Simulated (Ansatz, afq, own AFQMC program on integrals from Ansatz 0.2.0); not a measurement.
HfCl⁺, singlet: AFQMC among the cluster methods

```xyz
2

Hf    0.0000    0.0000    0.0000
Cl    0.0000    0.0000    2.3043
```

Basis def2-SVP with its core potentials. Only valence electrons are correlated. Ansatz 0.2.0 and our own AFQMC program on the same integrals; the CISD trial comes from CCSD amplitudes, and released means the phaseless constraint is let go. Error bars are statistical, one sigma. No spin–orbit coupling. The metal's outer-core s and p shells are frozen, which shifts wave-function levels against functionals.

Determinant: RHF, the one that the program's search chose, which needn't be the lowest solution. The geometry is a PBE0/def2-TZVP stationary point of this or a neighbouring charge and spin state.

No full CI on the walks' own integrals is used here; CCSDTQ serves as the reference and is uncertain by about the last step of the cluster series.

Cautions: no spin-orbit coupling; outer-core shells of the metal frozen; restricted determinant unstable towards unrestricted (UHF 609 meV lower, ⟨S²⟩ 0.91).

* T1 diagnostic: 0.0254
* weight of the determinant in the CISD state: 0.814
* size of the correlated space: 10 electrons in 41 orbitals

```json
{"level": "MP2", "correlation energy (eV)": "-5.0225"}
{"level": "CCSD", "correlation energy (eV)": "-5.6757"}
{"level": "CCSD(T)", "correlation energy (eV)": "-5.9269"}
```

(1) Estimate where phaseless AFQMC with a CISD trial lies against CCSD(T) on the same integrals.

(1) 0.9 ± 0.3 kJ/mol below CCSD(T).

Reference: CCSDTQ, correlation energy -5.965 eV. The released energy is read at 3.00 1/Eh, later times being too noisy (meV from the phaseless value at times in 1/Eh: -12 ± 3 at 0.60, -13 ± 3 at 1.20, -13 ± 3 at 2.00, -21 ± 8 at 3.00, -13 ± 10 at 4.20).

| level | E − E(reference) (kJ/mol) | share of correlation (%) |
| --- | --- | --- |
| CCSD(T) | 3.7 | 99.35 |
| CCSDT | 1.0 | 99.82 |
| CCSDT(Q) | -0.5 | 100.09 |
| ph-AFQMC/CISD | 2.8 ± 0.3 | 99.52 |
| released AFQMC | 0.8 ± 0.7 | 99.86 |

CCSDT and higher add their correlation energy to the determinant of the CCSD(T) run, since their own runs factorise the integrals more tightly (a shift of under 2 meV). A walk keeps the symmetry of its determinant, which the program's search chose and which needn't be the lowest solution, so a lower state of the same spin and another symmetry isn't excluded. Released energies are given only where the last usable release times agree within the noise; a slower fall can still hide under it.
